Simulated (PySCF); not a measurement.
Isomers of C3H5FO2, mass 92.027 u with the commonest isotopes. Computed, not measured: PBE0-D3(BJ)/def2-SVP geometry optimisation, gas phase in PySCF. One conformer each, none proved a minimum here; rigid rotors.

Question: Order these by rotational constant B, largest first.
A. `[CH3:1][C@@H:2]([F:3])[O:4][CH:5]=[O:6]` with C1–C2–O4–C5 154°, C2–O4–C5–O6 -3°
B. `[CH3:1][C@H:2]([F:3])[C:4](=[O:5])[OH:6]` with C1–C2–C4–O5 -47°, C2–C4–O6–H 179°
C. `[OH:1][CH2:2][C@@H:3]1[O:4][C@@H:5]1[F:6]` with H–O1–C2–C3 59°, O1–C2–C3–O4 -67°

Answer: B (3361 MHz), A (2509 MHz), C (2427 MHz).

Question: Order these by rotational constant A, smallest first.
A. `[OH:1][CH2:2][C@@H:3]1[O:4][C@@H:5]1[F:6]` with H–O1–C2–C3 59°, O1–C2–C3–O4 -67°
B. `[CH3:1][C@@H:2]([F:3])[O:4][CH:5]=[O:6]` with C1–C2–O4–C5 154°, C2–O4–C5–O6 -3°
C. `[CH3:1][C@H:2]([F:3])[C:4](=[O:5])[OH:6]` with C1–C2–C4–O5 -47°, C2–C4–O6–H 179°

Answer: C (5188 MHz), B (7118 MHz), A (7793 MHz).

Question: Order these by dipole moment, smallest first.
A. `[CH3:1][C@@H:2]([F:3])[O:4][CH:5]=[O:6]` with C1–C2–O4–C5 154°, C2–O4–C5–O6 -3°
B. `[CH3:1][C@H:2]([F:3])[C:4](=[O:5])[OH:6]` with C1–C2–C4–O5 -47°, C2–C4–O6–H 179°
C. `[OH:1][CH2:2][C@@H:3]1[O:4][C@@H:5]1[F:6]` with H–O1–C2–C3 59°, O1–C2–C3–O4 -67°

Answer: B (0.21 D), C (1.67 D), A (2.43 D).

```
            SMILES  point group  Ia (u·Å²)  Ib (u·Å²)  Ic (u·Å²)      κ  μa (D)  μb (D)  μc (D)
   C[C@H](F)C(=O)O           C1      97.42     150.37     230.86  -0.22    0.11    0.13    0.13
    C[C@@H](F)OC=O           C1      71.00     201.41     233.79  -0.86    1.20    2.11    0.07
OC[C@@H]1O[C@@H]1F           C1      64.85     208.21     234.23  -0.90    0.90    0.29    1.38
```
